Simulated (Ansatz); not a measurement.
A calculation with Ansatz (development build ahead of 0.2.0).

```yaml
crystal:
  periodic: [false, false, false]
  atoms:
    - { symbol: F, position_ang: [-1.15146, -0.73104, 0.11014] }
    - { symbol: H, position_ang: [-0.29587, -0.76321, 0.67557] }
    - { symbol: F, position_ang: [1.07523, 0.68608, -0.09989] }
    - { symbol: H, position_ang: [0.36535, 0.79074, -0.6523] }
basis:
  gaussian: { orbitals: def2-SVP }
total_charge: 1
magnetization:
  spin_polarized: true
  initial_magnetization: 1
hamiltonian:
  xc: hf
output:
  forces: true
```

The input is written out in the form of the current development build from the run's settings.

Output:

| Quantity | Value |
| --- | --- |
| Converged | yes |
| Total energy | -199.34742 hartree |
| Spin squared of the determinant | 0.754 |
| Stability test | minimum |

Forces (eV/Å):
| atom | Fx | Fy | Fz |
| --- | --- | --- | --- |
| F1 | 0.536 | -0.360 | 0.733 |
| H2 | -0.271 | 0.322 | -0.529 |
| F3 | -1.020 | -0.874 | 0.347 |
| H4 | 0.756 | 0.912 | -0.551 |
